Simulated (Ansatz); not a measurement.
AlHCl2 (SMILES [H][Al]([Cl])[Cl]): where methods fail along a bond

AlHCl2 has 4 atoms, charge 0, and is taken as a singlet. As SMILES, `[H][Al]([Cl])[Cl]`. The shape comes from GFN2-xTB, which is rough for such elements, and wasn't checked as a minimum.

| atom | x (Å) | y (Å) | z (Å) |
| --- | --- | --- | --- |
| Al | -0.0478 | -0.0807 | -0.0004 |
| Cl | 1.9719 | -0.1826 | 0.0143 |
| Cl | -1.0957 | 1.6499 | -0.0158 |
| H | -0.8284 | -1.3866 | 0.0020 |

The Al1–Cl2 distance is scanned; the parts on either side stay rigid. Basis STO-3G, 15 core orbitals frozen in the correlated methods; program Ansatz 0.2.0. FCI is exact within this basis and core. Energies in eV from each method's value at 2.022 Å; methods without a U are spin-restricted; a dash marks a point that is missing or didn't converge. The shape above is that at 2.022 Å.

| distance (Å) | SVWN5 | PBE | CAM-B3LYP | wB97M-V | HSE06 | CCSD | CCSDTQ | FCI |
| --- | --- | --- | --- | --- | --- | --- | --- | --- |
| 2.022 | 0.00 | 0.00 | 0.00 | 0.00 | 0.00 | 0.00 | 0.00 | 0.00 |
| 2.528 | 1.35 | 1.19 | 1.39 | 1.41 | 1.35 | 1.40 | 1.39 | 1.39 |
| 3.033 | 3.44 | 3.18 | 3.67 | 3.74 | 3.52 | 3.69 | 3.66 | 3.66 |
| 4.044 | 5.71 | 5.37 | 6.39 | 6.60 | 5.97 | 5.65 | 5.54 | 5.54 |
| 5.056 | 6.24 | 5.90 | 7.22 | 7.55 | 6.62 | 5.73 | – | 5.58 |

Departure from the FCI curve at its largest: SVWN5 +0.66 eV at 5.06 Å; PBE -0.48 eV at 3.03 Å; CAM-B3LYP +1.64 eV at 5.06 Å; wB97M-V +1.97 eV at 5.06 Å; HSE06 +1.04 eV at 5.06 Å; CCSD +0.16 eV at 5.06 Å; CCSDTQ within 0.005 eV. Restricted functionals keep the electrons paired too, and rise too high.
